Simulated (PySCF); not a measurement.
Shifts of the heteroatoms

Atom-mapped SMILES (the numbers label the heavy atoms): `[O:1]=[C:2]([F:3])[CH2:4][CH2:5][F:6]`. Each H is labelled by its parent atom.

[PySCF: GFN2-xTB geometry; couplings computed with B3LYP/pcJ-1 (spin–dipole term only in couplings to heteroatoms); PBE0/pcSseg-1 with gauge-including orbitals; no relativistic terms; one computed conformer; no solvent; fast rotation and ring inversion assumed for equivalent nuclei]

Q: What are the ¹⁹F shifts?

A: 
```
atoms                environment  σ (ppm)  δ (ppm)
   F3       fluorine bonded to C    111.5     45.4
   F6  fluorine on an sp3 carbon    430.2   -227.6
```

Shieldings were converted by a linear fit to measured shifts: ¹⁹F (scatter 6.0 ppm rms, 7.0 ppm with the 5 outliers that the fit left out vs CFCl3, solution or neat liquid, with a term for F on sp3 carbon). Occasional misses reach two or three times the rms, and more in compound classes unlike the fitted ones. Couplings are scaled by factors fitted to measured values: ²J(H,H) × 0.95 (rms 1.3 Hz), ³J(H,H) × 0.92 (rms 0.5 Hz), ¹J(C,F) × 0.77 (rms 8.7 Hz), ²J(C,F) × 1.14 (rms 1.9 Hz, 10.1 with 1 outliers), ³J(C,F) × 1.46 (rms 1.5 Hz); all others are unscaled and can be 10–30 % off.

Couplings (the largest are listed; each averaged over equivalent pairs): ¹J(C2,F3) = -323.6 Hz, ¹J(C5,F6) = -173.5 Hz, ²J(O1,F3) = 63.8 Hz, ²J(F3,C4) = 55.5 Hz, ²J(F6,H(C5)) = 52.1 Hz, ²J(C4,F6) = 25.2 Hz, ³J(C2,F6) = 26.2 Hz, ³J(F3,C5) = 7.7 Hz, ³J(F6,H(C4)) = 6.5 Hz, ³J(F3,H(C4)) = -5.8 Hz.

On a 600 MHz spectrometer ¹⁹F resonates near 564.6 MHz, so 1 ppm is 564.6 Hz.

Q: Where does ¹⁷O resonate?

A: 
```csv
atoms,environment,σ (ppm),δ (ppm)
O1,carbonyl oxygen,-119.8,375.9
```

Shieldings were converted by a linear fit to measured shifts: ¹⁷O (scatter 10.7 ppm rms, 12.2 ppm with the 3 outliers that the fit left out vs liquid water, solution or neat liquid). Occasional misses reach two or three times the rms, and more in compound classes unlike the fitted ones. Couplings are scaled by factors fitted to measured values: ²J(H,H) × 0.95 (rms 1.3 Hz), ³J(H,H) × 0.92 (rms 0.5 Hz), ¹J(C,F) × 0.77 (rms 8.7 Hz), ²J(C,F) × 1.14 (rms 1.9 Hz, 10.1 with 1 outliers), ³J(C,F) × 1.46 (rms 1.5 Hz); all others are unscaled and can be 10–30 % off.

Couplings (the largest are listed; each averaged over equivalent pairs; quadrupolar broadening usually hides them): ¹J(O1,C2) = 24.7 Hz, ²J(O1,F3) = 63.8 Hz, ³J(O1,H(C4)) = -1.7 Hz.

On a 500 MHz spectrometer ¹⁷O resonates near 67.8 MHz, so 1 ppm is 67.8 Hz.
